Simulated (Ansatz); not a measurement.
# CCSD(T)/aug-cc-pVDZ run of C4H2 (1,3-butadiyne)

Aim: the energy change on altering one bond length of C4H2 (1,3-butadiyne) at CCSD(T)/aug-cc-pVDZ, from 2 runs. 

The calculation is run with Ansatz 0.2.0.

43 further runs of the same task are left out: 16 that didn't finish, 27 set aside as unsound or not needed.

**1. The molecule**

C4H2: 6 atoms, total charge 0, spin state singlet. As SMILES, `C#CC#C`. The coordinates come from a PBE0-D4/def2-TZVP relaxation.

Bond lengths: C1–C2 1.205 Å, C2–C3 1.364 Å, C3–C4 1.205 Å, C1–H5 1.064 Å, C4–H6 1.064 Å. Angles: C1–C2–C3 180.0°, C2–C3–C4 180.0°, C2–C1–H5 180.0°, C3–C4–H6 180.0°.

**2. A single-point energy at CCSD(T)/aug-cc-pVDZ**

in.yaml

```yaml
crystal:
  periodic: [false, false, false]
  atoms:
    - symbol: C
      position_ang: [1.419140, -1.102190, 0.574700]
    - symbol: C
      position_ang: [0.512970, -0.398530, 0.207720]
    - symbol: C
      position_ang: [-0.513080, 0.398350, -0.207780]
    - symbol: C
      position_ang: [-1.419150, 1.102170, -0.574710]
    - symbol: H
      position_ang: [2.219890, -1.723930, 0.898960]
    - symbol: H
      position_ang: [-2.219770, 1.724120, -0.898890]
basis:
  gaussian:
    orbitals: aug-cc-pVDZ
magnetization:
  spin_polarized: false
correlation:
  method: ccsd_t
  frozen_orbitals: {C: 1, H: 0}
accuracy: high
scf:
  omitted_lower_state_checks: [cluster_reference, increment]
```

The run is started by

```
ansatz run in.yaml --threads 1 --pin off --max-ram 3480MiB --events-out events.jsonl --progress --plain --runs-dir runs
```

The program printed, shortened:

```text
Warning: RAYON_NUM_THREADS=1 ignored (pool sized by the plan → 1); use --threads N
Functional definition: HF
  name "HF"
[...]
1790 factors; integrals over basis functions are off by at most 2.5e-9 eV
[...]
mean field -4150.08233944 eV, -152.5127129477 hartree, gradient 4.0e-8 eV, S^2 0.000000; 0 other end points of the search recorded, 0 dependent functions left out; unrestricted orbitals would lower it
4 core orbitals not correlated: weight in the atoms' cores, before any rotation towards them, 1.000 or more for the frozen orbitals, at most 0.000 for the correlated occupied ones
reference -4150.08233944 eV, -152.5127129477 hartree; 9, 9 occupied and 97, 97 virtual orbitals, 1790 factors
second order -13.88633590 eV of doubles, -0.00000000 eV of singles
cycle   1  -13.74334414 eV  change    1.4e-1 eV  update   1.0e-1
[...]
cycle  23  -14.33068994 eV  change  -5.4e-10 eV  update  2.0e-10
perturbative correction -0.73342506 eV, -0.0269528738 hartree
Total energy: -4165.14645444 eV, -153.0663089632 hartree
Checks for a lower state left out: cluster_reference, increment
```

Wall time 19 s (1 thread of Intel Xeon Platinum 8175M at 2.50GHz (Skylake/Cascade Lake), shared host); peak memory 0.7 GiB.

**3. The distorted shape at the same level**

run.yaml

```yaml
crystal:
  periodic: [false, false, false]
  atoms:
    - symbol: C
      position_ang: [1.726976, -1.341271, 0.699359]
    - symbol: C
      position_ang: [0.820806, -0.637611, 0.332379]
    - symbol: C
      position_ang: [-0.513080, 0.398350, -0.207780]
    - symbol: C
      position_ang: [-1.419150, 1.102170, -0.574710]
    - symbol: H
      position_ang: [2.527726, -1.963011, 1.023619]
    - symbol: H
      position_ang: [-2.219770, 1.724120, -0.898890]
basis:
  gaussian:
    orbitals: aug-cc-pVDZ
correlation:
  method: ccsd_t
  frozen_orbitals: {C: 1, H: 0}
accuracy: high
scf:
  omitted_lower_state_checks: [cluster_reference, increment]
```

The run is started by

```
ansatz run run.yaml --threads 1 --pin off --max-ram 3480MiB --events-out events.jsonl --progress --plain --runs-dir runs
```

The program printed, shortened:

```text
Warning: RAYON_NUM_THREADS=1 ignored (pool sized by the plan → 1); use --threads N
Functional definition: HF
  name "HF"
[...]
1813 factors; integrals over basis functions are off by at most 2.6e-9 eV
[...]
mean field -4148.10919737 eV, -152.4402013140 hartree, gradient 1.7e-8 eV, S^2 0.000000; 0 other end points of the search recorded, 0 dependent functions left out
4 core orbitals not correlated: weight in the atoms' cores, before any rotation towards them, 1.000 or more for the frozen orbitals, at most 0.000 for the correlated occupied ones
reference -4148.10919737 eV, -152.4402013140 hartree; 9, 9 occupied and 97, 97 virtual orbitals, 1813 factors
second order -14.01693391 eV of doubles, -0.00000000 eV of singles
cycle   1  -13.98946655 eV  change    2.7e-2 eV  update   1.0e-1
[...]
cycle  23  -14.62550018 eV  change  -5.4e-10 eV  update  3.1e-10
perturbative correction -0.75162720 eV, -0.0276217900 hartree
Total energy: -4163.48632475 eV, -153.0053003221 hartree
Checks for a lower state left out: cluster_reference, increment
```

Run time: 23 s. Hardware: 1 thread of Intel Xeon Platinum 8175M at 2.50GHz (Skylake/Cascade Lake), shared host; peak memory 0.71 GiB.

**4. Outcome**

Level: CCSD(T)/aug-cc-pVDZ, 4 core orbitals frozen.

```
                                                         quantity          value
                                        first shape: total energy  -153.06631 Eh
         first shape: correlation energy (4 core orbitals frozen)     -553.6 mEh
                                      first shape: (T) correction     -26.95 mEh
                                       first shape: T1 diagnostic          0.012
                                    distorted shape: total energy  -153.00530 Eh
     distorted shape: correlation energy (4 core orbitals frozen)     -565.1 mEh
                                  distorted shape: (T) correction     -27.62 mEh
                                   distorted shape: T1 diagnostic          0.013
energy change with the C2–C3 bond stretched from 1.364 to 1.773 Å       1.660 eV
```

In words: With the C2–C3 bond stretched from 1.364 to 1.773 Å the energy rises by 1.66 eV (38 kcal/mol). The first shape isn't relaxed at this level, so the change isn't measured from a minimum. The restricted solution (first shape) is unstable to spin breaking: an unrestricted one lies lower. The triples (first shape) make up 4.9 % of the correlation energy. The triples (distorted shape) make up 4.9 % of the correlation energy.
